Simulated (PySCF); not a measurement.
PySCF input (PW6B95/def2-TZVPD):

```python
from pyscf import gto, scf, dft

mol = gto.M(
    atom='''
    C     0.01271391    0.96429296    0.09450453
    C     0.74968012   -0.36903942    0.02506042
    C    -0.75912986   -0.34917026    0.02530572
    H     0.01871361    1.43221813   -0.90372881
    H     1.21151338   -0.75423325   -0.89420606
    H     1.27979107   -0.73318520    0.91105030
    H    -1.29835796   -0.69923418    0.91146945
    H    -1.23124509   -0.72206515   -0.89380892
    ''',
    basis='def2-tzvpd',
    charge=-1,
    spin=0,
    verbose=4,
)

mf = dft.RKS(mol, xc='pw6b95').density_fit(auxbasis='def2-universal-jkfit')
mf.grids.level = 3
mf.conv_tol = 1e-9
mf.max_cycle = 100
mf.max_memory = 1500
mf.kernel()
if not mf.converged:
    mf = mf.newton()
    mf.kernel(mf.make_rdm1())
mf.analyze()
```

End of the output:

```
Extra cycle  E= -117.415922147085  delta_E= -8.24e-13  |g|= 1.41e-06  |ddm|= 6.68e-05
converged SCF energy = -117.415922147085
**** SCF Summaries ****
Total Energy =                        -117.415922147084743
Nuclear Repulsion Energy =              68.357467526126086
One-electron Energy =                 -297.035220192863960
Two-electron Energy =                  111.261830519653117
Two-electron Coulomb Energy =          129.742412402557790
DFT Exchange-Correlation Energy =      -18.480581882904673
HOMO-LUMO gap [eV] =                     3.313547639091666
**** MO energy ****
MO #1   energy= -10.0745849055079  occ= 2
MO #2   energy= -10.0743080247956  occ= 2
MO #3   energy= -10.0204136357971  occ= 2
MO #4   energy= -0.624220877834269 occ= 2
MO #5   energy= -0.39686721328658  occ= 2
MO #6   energy= -0.355408711062033 occ= 2
MO #7   energy= -0.270299879782378 occ= 2
MO #8   energy= -0.214740495383541 occ= 2
MO #9   energy= -0.158679076256785 occ= 2
MO #10  energy= -0.0795268489545132 occ= 2
MO #11  energy= -0.0657229049956803 occ= 2
MO #12  energy= 0.0444042057092169 occ= 2
MO #13  energy= 0.166174836453871  occ= 0
MO #14  energy= 0.175880049849751  occ= 0
MO #15  energy= 0.198221811584098  occ= 0
MO #16  energy= 0.208546202572066  occ= 0
MO #17  energy= 0.250656701091963  occ= 0
MO #18  energy= 0.264233076935055  occ= 0
MO #19  energy= 0.288910655207629  occ= 0
MO #20  energy= 0.294499063599047  occ= 0
MO #21  energy= 0.300747731900507  occ= 0
MO #22  energy= 0.322899885334521  occ= 0
MO #23  energy= 0.326536238343358  occ= 0
MO #24  energy= 0.339977633984114  occ= 0
MO #25  energy= 0.34949545528235   occ= 0
MO #26  energy= 0.359657778232722  occ= 0
MO #27  energy= 0.36984312372123   occ= 0
MO #28  energy= 0.383856925996056  occ= 0
MO #29  energy= 0.389984845124973  occ= 0
MO #30  energy= 0.402472547386164  occ= 0
MO #31  energy= 0.427973314108526  occ= 0
MO #32  energy= 0.443578652769556  occ= 0
MO #33  energy= 0.444272608041269  occ= 0
MO #34  energy= 0.473040900665211  occ= 0
MO #35  energy= 0.473707070634305  occ= 0
MO #36  energy= 0.483950747873975  occ= 0
MO #37  energy= 0.505965342206754  occ= 0
MO #38  energy= 0.510368825584871  occ= 0
MO #39  energy= 0.51156622612444   occ= 0
MO #40  energy= 0.519151504705654  occ= 0
MO #41  energy= 0.525363160537279  occ= 0
MO #42  energy= 0.528667474904659  occ= 0
MO #43  energy= 0.535345824465371  occ= 0
MO #44  energy= 0.552698896459182  occ= 0
MO #45  energy= 0.562647600953131  occ= 0
MO #46  energy= 0.573499217426589  occ= 0
MO #47  energy= 0.590530666422257  occ= 0
MO #48  energy= 0.608930344137178  occ= 0
MO #49  energy= 0.610907708694108  occ= 0
MO #50  energy= 0.619134787904878  occ= 0
MO #51  energy= 0.621610473488651  occ= 0
MO #52  energy= 0.646752494657516  occ= 0
MO #53  energy= 0.647685706394731  occ= 0
MO #54  energy= 0.655340649349093  occ= 0
MO #55  energy= 0.676005410733373  occ= 0
MO #56  energy= 0.724009721875031  occ= 0
MO #57  energy= 0.763682419985069  occ= 0
MO #58  energy= 0.773078258395967  occ= 0
MO #59  energy= 0.830516783188827  occ= 0
MO #60  energy= 0.835137984114463  occ= 0
MO #61  energy= 0.842015178703522  occ= 0
MO #62  energy= 0.844890763245083  occ= 0
MO #63  energy= 0.867730896361405  occ= 0
MO #64  energy= 0.905079666565304  occ= 0
MO #65  energy= 0.906702385796884  occ= 0
MO #66  energy= 0.921780608429873  occ= 0
MO #67  energy= 0.930468440479419  occ= 0
MO #68  energy= 0.954914418535935  occ= 0
MO #69  energy= 0.976994912792893  occ= 0
MO #70  energy= 0.993038244198414  occ= 0
MO #71  energy= 1.08460081096921   occ= 0
MO #72  energy= 1.15505803495294   occ= 0
MO #73  energy= 1.24336212220367   occ= 0
MO #74  energy= 1.25533104685759   occ= 0
MO #75  energy= 1.33722088589857   occ= 0
MO #76  energy= 1.34425378892883   occ= 0
MO #77  energy= 1.36532825922927   occ= 0
MO #78  energy= 1.37963255356043   occ= 0
MO #79  energy= 1.40610844060279   occ= 0
MO #80  energy= 1.41051487394324   occ= 0
MO #81  energy= 1.47491407601904   occ= 0
MO #82  energy= 1.48081971203264   occ= 0
MO #83  energy= 1.52528284043456   occ= 0
MO #84  energy= 1.54437113880185   occ= 0
MO #85  energy= 1.62898275065092   occ= 0
MO #86  energy= 1.87790859907522   occ= 0
MO #87  energy= 1.92101884735122   occ= 0
MO #88  energy= 1.97443215462546   occ= 0
MO #89  energy= 2.01066798082807   occ= 0
MO #90  energy= 2.01805167197366   occ= 0
MO #91  energy= 2.0618022277042    occ= 0
MO #92  energy= 2.06486590341754   occ= 0
MO #93  energy= 2.0698837249437    occ= 0
MO #94  energy= 2.08106177421083   occ= 0
MO #95  energy= 2.08813237659112   occ= 0
MO #96  energy= 2.15254090069999   occ= 0
MO #97  energy= 2.18132648876116   occ= 0
MO #98  energy= 2.18302654989774   occ= 0
MO #99  energy= 2.27595363798843   occ= 0
MO #100 energy= 2.37779305912057   occ= 0
MO #101 energy= 2.42311819492893   occ= 0
MO #102 energy= 2.43635450895812   occ= 0
MO #103 energy= 2.46112914840121   occ= 0
MO #104 energy= 2.56768885877031   occ= 0
MO #105 energy= 2.6199925696952    occ= 0
MO #106 energy= 2.64995125875787   occ= 0
MO #107 energy= 2.68478218544782   occ= 0
[...]
```

It need not be the lowest isomer of its formula. Whether it binds its extra electron was not tested at this geometry.
